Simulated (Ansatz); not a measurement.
System: O₂, net charge -1, doublet state. SMILES of the parent species: O=O
Coordinates optimised at B3LYP-D3(BJ)/def2-TZVP (Ansatz, a quantum-chemistry and plane-wave program):
```xyz
2

O      0.0000     0.0000    -0.6737
O      0.0000     0.0000     0.6737
```
Charge -1, spin multiplicity 2.

Parts of the frozen-core correlation energy in cc-pVDZ (Ansatz, hartree). Frozen orbitals: 2; correlated occupied orbitals by spin: 7 and 6; virtual: 19 and 20. UHF or UKS for open shells. No spin-orbit coupling. Non-relativistic.

```json
[
 {"term": "reference (HF)", "value": "-149.56994"},
 {"term": "MP2 opposite-spin", "value": "(withheld)"},
 {"term": "MP2 same-spin", "value": "-0.10005"},
 {"term": "CCSD correlation", "value": "(withheld)"},
 {"term": "(T)", "value": "(withheld)"},
 {"term": "CCSDT minus CCSD(T)", "value": "-0.00024"},
 {"term": "CCSDT(Q) minus CCSD(T)", "value": "-0.00196"},
 {"term": "T1 diagnostic", "value": "0.011"},
 {"term": "largest doubles amplitude", "value": "0.087"},
 {"term": "<S^2> of the reference", "value": "0.765"}
]
```

Question: Some entries are withheld; supply them.

Answer: 
- MP2 opposite-spin, value: -0.25855
- CCSD correlation, value: -0.36396
- (T), value: -0.00896
